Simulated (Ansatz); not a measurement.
# C₄H₆O₂: one species, many methods

Aim: compute C₄H₆O₂ with functionals from several rungs and with coupled cluster. The yardstick is the atomisation energy at the CCSD(T) limit.

Computed with Ansatz 0.2.0, Gaussian basis. Level: functionals in def2-TZVPP, the program's frozen cores in correlated methods.

The runs, in order: PBE-D4, r2SCAN-D4, PBE0-D4, B3LYP-D4, ωB97X-V, ωB97M-V, B2PLYP; CCSD(T)/def2-TZVPP; MP2/def2-QZVPP; extrapolation to the limit.

## (1) The geometry

All runs share one geometry, relaxed beforehand with PBE0-D4 in a triple-zeta def2 set.

SMILES `O=CCC1CO1`, 12 atoms, charge 0, spin multiplicity 1.

Atoms are counted from 1 here; the program's logs count them from 0.

Bond lengths: O1–C2 1.198 Å, C2–C3 1.505 Å, C2–H7 1.113 Å, C3–C4 1.500 Å, C3–H8 1.099 Å, C3–H9 1.091 Å, C4–C5 1.458 Å, C4–O6 1.418 Å, C4–H10 1.090 Å, C5–O6 1.418 Å, C5–H11 1.087 Å, C5–H12 1.087 Å. Angles: O1–C2–C3 124.3°, O1–C2–H7 120.6°, C3–C2–H7 115.1°, C2–C3–C4 112.5°, C2–C3–H8 106.7°, C2–C3–H9 109.1°, C4–C3–H8 108.6°, C4–C3–H9 111.7°, H8–C3–H9 108.1°, C3–C4–C5 121.8°, C3–C4–O6 116.3°, C3–C4–H10 115.6°, C5–C4–O6 59.1°, C5–C4–H10 117.6°, O6–C4–H10 113.7°, C4–C5–O6 59.1°, C4–C5–H11 119.8°, C4–C5–H12 119.1° and more.

## (2) PBE-D4 (GGA)

The input, in.yaml:

```yaml
crystal:
  periodic: [false, false, false]
  atoms:
    - {symbol: O, position_ang: [-2.190314, 0.549760, 1.854285]}
    - {symbol: C, position_ang: [-1.470021, 0.846619, 0.944241]}
    - {symbol: C, position_ang: [-0.058563, 0.350231, 0.781903]}
    - {symbol: C, position_ang: [0.280113, 0.041156, -0.646343]}
    - {symbol: C, position_ang: [1.191179, -1.039135, -1.003517]}
    - {symbol: O, position_ang: [-0.210446, -1.186771, -1.157607]}
    - {symbol: H, position_ang: [-1.818281, 1.545869, 0.150898]}
    - {symbol: H, position_ang: [0.601919, 1.155370, 1.133135]}
    - {symbol: H, position_ang: [0.091293, -0.516504, 1.427956]}
    - {symbol: H, position_ang: [0.187303, 0.874916, -1.342808]}
    - {symbol: H, position_ang: [1.758643, -0.983097, -1.928868]}
    - {symbol: H, position_ang: [1.637175, -1.638403, -0.213254]}
basis:
  gaussian: {orbitals: def2-TZVPP}
hamiltonian: {xc: pbe, dispersion: d4}
output: {forces: true, orbitals: {seedname: orbitals}}
```

The run is started by

```
$ ansatz run in.yaml --threads 4 --pin off --events-out ev --progress --plain --max-ram 10444MiB
```

The runs that follow: r2SCAN-D4 (meta-GGA); PBE0-D4 (hybrid); B3LYP-D4 (hybrid); ωB97X-V (range-separated); ωB97M-V (range-separated); B2PLYP (double hybrid); CCSD(T) in def2-TZVPP; MP2 in def2-QZVPP.

Before running them: what should the planned runs give, taken together? Wanted: atomisation energy, CCSD(T)/CBS; farthest; mean size of error, hybrid; mean size of error, range-separated; gap, smallest and largest; T1 diagnostic; triples share of the correlation energy.

**Answer**, as computed:

```
                               quantity                                 value
        atomisation energy, CCSD(T)/CBS                       1204.9 kcal/mol
functionals within 6.0 kcal/mol (0.5 %)                     B3LYP-D4, ωB97X-V
                               farthest               PBE-D4 (+46.5 kcal/mol)
             mean size of error, hybrid                          6.7 kcal/mol
    mean size of error, range-separated                          5.7 kcal/mol
              gap, smallest and largest  3.88 eV (PBE-D4), 11.56 eV (ωB97X-V)
                          T1 diagnostic                                0.0133
triples share of the correlation energy                                 4.1 %
```

What this shows: PBE-D4 misses by +46.5 kcal/mol. Double hybrids carry the basis error of their MP2 part in triple zeta, and no dispersion term here, so their miss is partly the set-up's. Misses under about 6.0 kcal/mol are within the doubt on the reference itself, which lacks core-valence correlation, relativity and higher excitations. Hartree-Fock recovers 70 % of the binding; the rest is correlation. The gap grows from 3.9 to 11.6 eV across the functionals, mostly with the share of exact exchange.
